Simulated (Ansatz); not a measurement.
The same path of BH4N + H2O (9 atoms, charge 0, multiplicity 1) was run twice with different band settings. Lost on the way: O7–H9. Made: B1–O7, N2–H9.

The calculation used RKS PBE0-D4/6-31G* in Ansatz.

Relaxed end points:

```xyz
9
Properties=species:S:1:pos:R:3
B 0.073 -0.313 0.305
N 0.086 -0.373 1.702
H -0.736 -0.555 2.259
H 0.939 -0.356 2.243
H 1.109 -0.187 -0.281
H -0.981 -0.407 -0.260
O -0.434 2.578 0.597
H -1.281 2.341 0.200
H -0.285 1.872 1.242
```

```xyz
9
Properties=species:S:1:pos:R:3
B -0.100 0.488 0.152
N 0.092 0.152 1.809
H -0.799 0.145 2.302
H 0.561 -0.737 1.971
H 1.042 0.355 -0.250
H -0.872 -0.385 -0.216
O -0.575 1.838 0.110
H -1.516 1.846 -0.082
H 0.659 0.896 2.212
```

Common settings: climbing image yes; spring 5.0 eV/Å²; optimiser quadratic models (default); start path through a guess of the saddle point; force threshold 0.05 eV/Å; iteration limit 60; end points relaxed.

| run | movable images |
| --- | --- |
| 1 | 7 |
| 2 | 1 |

Task: What does each run give, and how far can it be trusted?

Result: Run 1: converged after 14 iterations, highest image 0.329 eV above the first end. A vibrational analysis at the climbing image gives one clearly imaginary mode, 1139i cm⁻¹: a first-order saddle point.
Run 2: converged after 16 iterations, highest image 0.329 eV above the first end. Another band between the same ends (7 images) ends at a top of the same energy, where a vibrational analysis finds 1 clearly imaginary mode. So few images can step over the top or miss a turn of the path.
The orbitals stay closed-shell, which can raise the energy where a bond breaks towards radicals; this wasn't checked here.
